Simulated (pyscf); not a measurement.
Four-centre exchange: HO–PH–OH + PH₃ → HO–P(OH)–PH₂ + H₂

Gas phase, singlet surface, charge 0. Bonds broken: P2–H5, P7–H8. Bonds formed: P2–P7, H5–H8. PySCF, gas phase, ωB97X-D3(BJ)/def2-SVP geometries.

Transition state (Å):

```xyz
10

O      1.0411     0.7022    -1.3830
P      0.1607    -0.0302    -0.2083
O      0.5247     1.1427     0.8944
H      1.4431     1.5411    -1.1059
H      0.3117    -1.3318     1.0208
H     -0.1601     1.2414     1.5714
P     -2.1819    -0.2403     1.0956
H     -0.5332    -1.1965     1.3594
H     -2.4916    -1.3646     1.9151
H     -2.8158    -0.7631    -0.0629
```

One imaginary mode, 869i cm⁻¹; descent along it reached the two sides named.

```csv
bond,change,reactant side (Å),saddle,product side
P2–H5,breaks,1.415,1.797,3.3
P7–H8,breaks,1.422,1.924,4.0
P2–P7,forms,3.6,2.7,2.231
H5–H8,forms,4.1,0.920,0.761
```

Electronic energies relative to the separated reactants (kcal/mol):

```
level                   barrier  reaction energy  reverse barrier
----------------------  -------  ---------------  ---------------
ωB97X-D3(BJ)/def2-TZVP     56.7             -1.6             58.4
PBE/def2-TZVP              42.0             -0.7             42.7
r²SCAN/def2-TZVP           46.5             -0.7             47.2
B3LYP-D3(BJ)/def2-TZVP     50.5             +0.1             50.4
PBE0-D3(BJ)/def2-TZVP      48.2             -0.4             48.5
M06-2X/def2-TZVP           55.2             +0.3             54.9
ωB97M-D3(BJ)/def2-TZVP     55.4             +1.5             53.8
HF/def2-TZVP               86.2             +9.0             77.3
```

With ωB97M-D3(BJ)/def2-TZVP energies and thermal terms (ideal gas, 1 atm, RRHO with modes under 100 cm⁻¹ raised to 100, one conformer, R ln 2 for chiral ones without a mode under 150 cm⁻¹), in kcal/mol:

```csv
T (K),ΔH‡,ΔG‡,ΔH,ΔG
298,52.9,63.6,-0.7,+1.1
600,53.8,74.0,+0.9,+2.4
900,54.8,83.9,+2.0,+2.8
1200,55.8,93.5,+2.7,+3.0
```

This is the saddle that the search found; another between the same sides may lie lower.
